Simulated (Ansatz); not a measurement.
A made-up structure of CH3S (charge -1), singlet:

```xyz
5
angstrom
C 1.4659 -0.3376 -0.7956
S -0.1021 0.0235 0.0554
H -0.3187 -0.8213 1.0990
H -1.1701 -0.0941 -0.7784
H -0.1274 1.2876 0.5565
```

It is relaxed with PBE-D4/def2-SVPD and then PBE0-D4/def2-TZVPD (Ansatz 0.2.0). Atoms count as bonded within 1.22 times the sum of their covalent radii (H–H: 0.88 Å). The end point is not checked to be a true minimum.

**Question.** Does its bonding change? (A judgement: the text doesn't fix the answer.)

**Answer.** By the calculation: No: no bond forms or breaks.

Where it ends: The first stage lowers the energy by 2.40 eV in 6 steps. It ends as CH₃S ([C][SH3]), total charge -1:
```xyz
5
angstrom
C 1.4769 -0.3401 -0.8015
S 0.1481 -0.0341 -0.0804
H -0.4212 -0.7348 1.0895
H -1.2127 -0.0587 -0.6559
H -0.2434 1.2258 0.5852
```

Labels in which every atom is bracketed show which atoms are joined, not bond orders.

For scale, one of the runs: PBE0-D4/def2-TZVPD relaxation, 110 basis functions, launched by `ansatz run in.yaml --threads 2 --pin off --events-out ev --progress --plain --max-ram 4352MiB`. The run took about 10 s on 2 CPU threads of an Intel Xeon Platinum 8488C (shared host).
